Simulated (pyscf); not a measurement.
`[SiH3][Si]([SiH3])([SiH3])[Cl]` + `[OH2]` -> `[OH][SiH2][Si]([SiH3])([SiH3])[Cl]` + `[H][H]` (four-centre exchange; singlet surface; H–Si, H–O broken, O–Si, H–H formed). Single points on ωB97X-D3(BJ)/def2-SVP structures (PySCF, gas phase). Energies in kcal/mol from the separated reactants.

```
level                      barrier  reaction energy
----------------------  ----------  ---------------
ωB97X-D3(BJ)/def2-TZVP  (withheld)       (withheld)
PBE/def2-TZVP                 31.4            -12.8
r²SCAN/def2-TZVP              32.8            -15.2
B3LYP-D3(BJ)/def2-TZVP  (withheld)            -15.0
M06-2X/def2-TZVP              35.9            -16.8
HF/def2-TZVP                  57.3            -12.3
```

Q: Complete the blanks.

A: 
- ωB97X-D3(BJ)/def2-TZVP, barrier: 36.7
- ωB97X-D3(BJ)/def2-TZVP, reaction energy: -14.5
- B3LYP-D3(BJ)/def2-TZVP, barrier: 36.1

The functionals in the table span 5.3 kcal/mol in this barrier, from PBE to ωB97X-D3(BJ)/def2-TZVP. On the reactant side the descent ends in a complex (not fully relaxed), 5.1 kcal/mol under the separated species and 41.8 kcal/mol under the saddle at ωB97X-D3(BJ)/def2-TZVP. One saddle was located; it need not be the lowest between these sides.
